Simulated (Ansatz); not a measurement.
This script for the Python package of Ansatz (0.2.0) starts 8 runs on H2Si, SMILES [SiH2]. What input does the engine get in each?

The script, `scan_h2si.py`:
```python
"""Potential curve of H2Si along one bond."""

import logging
import sys

import ansatz as az
import numpy as np

logging.basicConfig(stream=sys.stdout, format="%(levelname)s %(message)s")
logger = logging.getLogger("calc")
logger.setLevel(logging.INFO)


def main() -> None:
    geometry_ang = [
        ("Si", [-0.3138, 0.2993, -0.1365]),
        ("H", [0.8506, 0.7985, 0.5531]),
        ("H", [-0.5368, -1.0979, -0.4166]),
    ]
    geometry = az.Crystal.molecule()
    for symbol, xyz in geometry_ang:
        geometry = geometry.atom(symbol, xyz)

    symbols = [site.symbol for site in geometry.cartesian_sites]
    start = np.array([site.position_ang for site in geometry.cartesian_sites])
    axis = (start[2] - start[0]) / np.linalg.norm(start[2] - start[0])
    moving = [2]
    lengths, energies = [1.23, 1.33, 1.44, 1.59, 1.8, 2.16, 2.6, 3.17], []
    for length in lengths:
        xyz = start.copy()
        xyz[moving] += (length - np.linalg.norm(start[2] - start[0])) * axis
        point = az.Crystal.molecule()
        for symbol, xyz in zip(symbols, xyz):
            point = point.atom(symbol, xyz.tolist())
        setup = (
            point.calculation()
            .basis(gaussian="def2-SVP")  # atom-centred Gaussian functions
            .functional("b3lyp")
        )
        data = setup.run(threads=1, backend="cpu").report
        energies.append(data["free_energy_ev"])
        logger.info(f"r = {length:6.3f} A  E = {energies[-1]:.5f} eV  <S^2> = {abs(data['mean_field']['state']['spin_squared']):.3f}")

    print("energy above the lowest point (eV):", [round(e - min(energies), 3) for e in energies])


if __name__ == "__main__":
    main()
```

Run 1:
```yaml
crystal:
  periodic: [false, false, false]
  atoms:
    - { symbol: Si, position_ang: [-0.3138, 0.2993, -0.1365] }
    - { symbol: H, position_ang: [0.8506, 0.7985, 0.5531] }
    - { symbol: H, position_ang: [-0.5039697665675481, -0.8922031293640279, -0.3753634601595078] }
basis:
  gaussian:
    orbitals: def2-SVP
hamiltonian:
  xc: b3lyp
```

Run 2, against run 1:
```diff
-    - { symbol: H, position_ang: [-0.5039697665675481, -0.8922031293640279, -0.3753634601595078] }
+    - { symbol: H, position_ang: [-0.5194307231990561, -0.9890733024830547, -0.3947832536684108] }
```

Run 3, against run 1:
```diff
-    - { symbol: H, position_ang: [-0.5039697665675481, -0.8922031293640279, -0.3753634601595078] }
+    - { symbol: H, position_ang: [-0.5364377754937149, -1.095630492913984, -0.4161450265282042] }
```

Run 4, against run 1:
```diff
-    - { symbol: H, position_ang: [-0.5039697665675481, -0.8922031293640279, -0.3753634601595078] }
+    - { symbol: H, position_ang: [-0.5596292104409769, -1.240935752592524, -0.44527471679155883] }
```

Run 5, against run 1:
```diff
-    - { symbol: H, position_ang: [-0.5039697665675481, -0.8922031293640279, -0.3753634601595078] }
+    - { symbol: H, position_ang: [-0.5920972193671437, -1.44436311614248, -0.4860562831602553] }
```

Run 6, against run 1:
```diff
-    - { symbol: H, position_ang: [-0.5039697665675481, -0.8922031293640279, -0.3753634601595078] }
+    - { symbol: H, position_ang: [-0.6477566632405724, -1.793095739370976, -0.5559675397923063] }
```

Run 7, against run 1:
```diff
-    - { symbol: H, position_ang: [-0.5039697665675481, -0.8922031293640279, -0.3753634601595078] }
+    - { symbol: H, position_ang: [-0.7157848724192075, -2.219324501094693, -0.6414146312314798] }
```

Run 8, against run 1:
```diff
-    - { symbol: H, position_ang: [-0.5039697665675481, -0.8922031293640279, -0.3753634601595078] }
+    - { symbol: H, position_ang: [-0.803912325218803, -2.7714844878731455, -0.7521074542322272] }
```

`python scan_h2si.py` gives:
```text
INFO r =  1.230 A  E = -7904.18945 eV  <S^2> = 0.000
INFO r =  1.330 A  E = -7904.85095 eV  <S^2> = 0.000
INFO r =  1.440 A  E = -7905.18071 eV  <S^2> = 0.000
INFO r =  1.590 A  E = -7905.22350 eV  <S^2> = 0.000
INFO r =  1.800 A  E = -7904.89330 eV  <S^2> = 0.000
INFO r =  2.160 A  E = -7904.02770 eV  <S^2> = 0.000
INFO r =  2.600 A  E = -7903.05280 eV  <S^2> = 0.000
INFO r =  3.170 A  E = -7902.13951 eV  <S^2> = 0.000
energy above the lowest point (eV): [1.034, 0.373, 0.043, 0.0, 0.33, 1.196, 2.171, 3.084]
```

Total energies depend on the basis set; only differences at equal settings carry meaning. The rest of the molecule is held rigid at a force-field or estimated start geometry, and the basis set is modest; single-reference methods fail as a bond breaks. b3lyp holds the VWN-RPA fit, as in Gaussian; the form of ORCA and Turbomole is b3lyp5. The orbitals are restricted, so S² is zero by construction. Toward dissociation an unrestricted state can lie under the restricted one, by tenths of an eV for polar bonds under a functional and by 1 to 2 eV or more for others. It ran for 2.7 s on 1 thread of Arm Neoverse V1, on a shared host, peak memory 0.14 GiB.

(Lines on the test bed's own set-up are left out of the output.)
